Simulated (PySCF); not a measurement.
## BCl⁺: from constants to spectrum

PBE0 constants of BCl⁺, ²Σ⁺ (doublet), unpaired electrons σ ↑ (PySCF, no relativity, basis sets B def2-TZVP, Cl def2-TZVP; masses 11.0093 and 34.9689 u):

* ωe: 1154.5 cm⁻¹
* ωexe: 6.23 cm⁻¹
* Be: 0.78999 cm⁻¹
* αe: 0.00599 cm⁻¹
* D (centrifugal): 1.48e-06 cm⁻¹
* De to B⁺ + Cl: 4.29 eV

**Question.** Give the vibrational terms G(v) and spacings up to v = 6.

**Answer.** G(v) = ωe(v+½) − ωexe(v+½)².

| v | G(v) (cm⁻¹) | G(v) − G(v−1) | Bv (cm⁻¹) |
| --- | --- | --- | --- |
| 0 | 576 |  | 0.7870 |
| 1 | 1718 | 1142 | 0.7810 |
| 2 | 2847 | 1130 | 0.7750 |
| 3 | 3964 | 1117 | 0.7690 |
| 4 | 5069 | 1105 | 0.7630 |
| 5 | 6161 | 1092 | 0.7570 |
| 6 | 7241 | 1080 | 0.7511 |

**Question.** How well does the Morse estimate ωe²/(4ωexe) reproduce De, and what is D0?

**Answer.** It gives 6.63 eV, 155 % of the computed De. D0 = De − G(0) = 4.29 − 0.07 = 4.22 eV.

For an ion De counts to the pair picked by the measured ionisation energies or electron affinities, which need not be the lowest pair at this level. The state was picked by a PBE0 search and need not be the measured ground state.
